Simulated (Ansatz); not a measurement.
Tetradymite Bi₂Te₃ was calculated with PBE in Ansatz (plane waves, PAW).

Run with plane-wave cutoff 520 eV, 10×10×10 k mesh, Fermi–Dirac smearing 0.01 eV, scalar-relativistic PAW data made under PBE.

Energies at three volumes about the minimum:

```csv
V (Å³/atom),E − E_lowest (meV/atom)
35.883,0.67
36.616,0.00
37.348,0.35
```

Task: Fit a parabola by hand: where is the minimum, and what is the bulk modulus?

Result: Slopes: (0.00 − 0.67)/(36.616 − 35.883) = -0.914 and (0.35 − 0.00)/(37.348 − 36.616) = 0.478 meV/Å³. Curvature E″ = 2 × (0.478 − (-0.914))/(37.348 − 35.883) = 1.900 meV/Å⁶. From the middle of the first interval, the slope vanishes at V0 = 36.2495 − (-0.914)/1.900 = 36.731 Å³/atom. B = V0 E″ = 36.731 × 1.900 meV/Å³ × 0.1602 GPa per meV/Å³ = 11.2 GPa. The full Birch–Murnaghan fit to all volumes gives V0 = 36.658 Å³/atom and B0 = 10.9 GPa.

Shape and atoms are relaxed at each volume.

Measured, for comparison: bulk modulus 37 GPa (temperature not stated, not corrected to a static lattice, sources range from 32.5 to 39.5; as tabulated in Toher et al. (2017), arXiv:1611.05714). Computed less measured: bulk modulus -71 % (against room or unstated temperature, where such soft solids are markedly softer).

Note: the cell comes from a level without a dispersion term, which matters for the spacing of layers, chains or molecules.

Ansatz is a quantum-chemistry and plane-wave program.
